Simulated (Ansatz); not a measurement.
**HO2 (hydroperoxy): UCCSDTQ/STO-3G**

What is the energy change on altering one bond length of HO2 (hydroperoxy) at UCCSDTQ/STO-3G? 

Program for the calculation: Ansatz 0.2.0.

51 further runs of the same task are left out: 16 that didn't finish, 35 set aside as unsound or not needed.

### 1 The structure to begin with

The species is HO2 (3 atoms), meant as a doublet with charge 0. As SMILES, `[O]O`. The coordinates come from a GFN2-xTB relaxation.

Bond lengths: O1–O2 1.302 Å, O2–H3 0.983 Å. Angles: O1–O2–H3 108.4°.

### 2 The energy at UCCSDTQ/STO-3G

The input, in.yaml:

```yaml
crystal:
  periodic: [false, false, false]
  atoms:
    - {symbol: O, position_ang: [-0.366460, 0.947510, -0.094170]}
    - {symbol: O, position_ang: [-0.239810, -0.346560, -0.168450]}
    - {symbol: H, position_ang: [0.606270, -0.600950, 0.262620]}
basis:
  gaussian: {orbitals: STO-3G}
magnetization: {spin_polarized: true, initial_magnetization: 1}
correlation: {method: ccsdtq, frozen_orbitals: {H: 0, O: 1}}
accuracy: high
scf: {omitted_lower_state_checks: [cluster_reference, increment]}
```

Launch:

```sh
$ ansatz run in.yaml --threads 1 --pin off --max-ram 2610MiB --events-out events.jsonl --progress --plain --runs-dir runs
```

Log, shortened:

```text
Warning: RAYON_NUM_THREADS=1 ignored (pool sized by the plan → 1); use --threads N
Functional definition: HF
  name "HF"
[...]
168 factors; integrals over basis functions are off by at most 3.9e-8 eV
[...]
mean field -4032.51412797 eV, -148.1921608668 hartree, gradient 1.5e-8 eV, S^2 0.753210; 6 other end points of the search recorded, 0 dependent functions left out
2 core orbitals not correlated: weight in the atoms' cores, before any rotation towards them, 1.000 or more for the frozen orbitals, at most 0.000 for the correlated occupied ones
reference -4032.51412797 eV, -148.1921608668 hartree; 7, 6 occupied and 2, 3 virtual orbitals, 168 factors
second order -1.58666652 eV of doubles, -0.00000000 eV of singles
cycle   1  -1.92835637 eV  change   -3.4e-1 eV  update   6.2e-2
[...]
cycle  26  -2.27674436 eV  change   -1.1e-9 eV  update   1.0e-9
Total energy: -4034.79087233 eV, -148.2758296788 hartree
Checks for a lower state left out: cluster_reference, increment
```

Wall time 18 s (1 thread of Arm Neoverse V2, shared host); peak memory 0.19 GiB.

### 3 The distorted shape

The input, job.yaml:

```yaml
crystal:
  periodic: [false, false, false]
  atoms:
    - {symbol: O, position_ang: [-0.398126, 1.271061, -0.075598]}
    - {symbol: O, position_ang: [-0.239810, -0.346560, -0.168450]}
    - {symbol: H, position_ang: [0.606270, -0.600950, 0.262620]}
basis:
  gaussian:
    orbitals: STO-3G
magnetization:
  spin_polarized: true
  initial_magnetization: 1
correlation:
  method: ccsdtq
  frozen_orbitals: {H: 0, O: 1}
accuracy: high
scf:
  omitted_lower_state_checks: [cluster_reference, increment]
```

Launch:

```sh
$ ansatz run job.yaml --threads 1 --pin off --max-ram 2610MiB --events-out events.jsonl --progress --plain --runs-dir runs
```

Log, shortened:

```text
Warning: RAYON_NUM_THREADS=1 ignored (pool sized by the plan → 1); use --threads N
Functional definition: HF
  name "HF"
[...]
168 factors; integrals over basis functions are off by at most 4.4e-8 eV
[...]
mean field -4031.85854943 eV, -148.1680687995 hartree, gradient 1.5e-8 eV, S^2 1.304799; 9 other end points of the search recorded, 0 dependent functions left out
2 core orbitals not correlated: weight in the atoms' cores, before any rotation towards them, 1.000 or more for the frozen orbitals, at most 0.000 for the correlated occupied ones
reference -4031.85854943 eV, -148.1680687995 hartree; 7, 6 occupied and 2, 3 virtual orbitals, 168 factors
second order -0.86621049 eV of doubles, -0.00000000 eV of singles
cycle   1  -1.17086949 eV  change   -3.0e-1 eV  update   6.5e-2
[...]
cycle  52  -2.34045191 eV  change  -6.4e-10 eV  update  1.5e-10
Total energy: -4034.19900134 eV, -148.2540788210 hartree
Checks for a lower state left out: cluster_reference, increment
```

It took 20 s on 1 thread of Arm Neoverse V2, shared host; peak memory 0.18 GiB.

### 4 Summary of results

Level: UCCSDTQ/STO-3G, 2 core orbitals frozen.

| quantity | value |
| --- | --- |
| first shape: total energy | -148.27583 Eh |
| first shape: correlation energy (2 core orbitals frozen) | -83.7 mEh |
| first shape: ⟨S²⟩ of the reference determinant | 0.753 |
| first shape: T1 diagnostic | 0.026 |
| distorted shape: total energy | -148.25408 Eh |
| distorted shape: correlation energy (2 core orbitals frozen) | -86.0 mEh |
| distorted shape: ⟨S²⟩ of the reference determinant | 1.305 |
| distorted shape: T1 diagnostic | 0.075 |
| energy change with the O1–O2 bond stretched from 1.302 to 1.628 Å | 0.592 eV |

**Reading.** With the O1–O2 bond stretched from 1.302 to 1.628 Å the energy rises by 0.59 eV (57.1 kJ/mol). The first shape isn't relaxed at this level, so the change isn't measured from a minimum. The minimal basis adds a large error of its own. ⟨S²⟩ (distorted shape) is 1.30 where a pure doublet has 0.75: the reference is spin-contaminated.
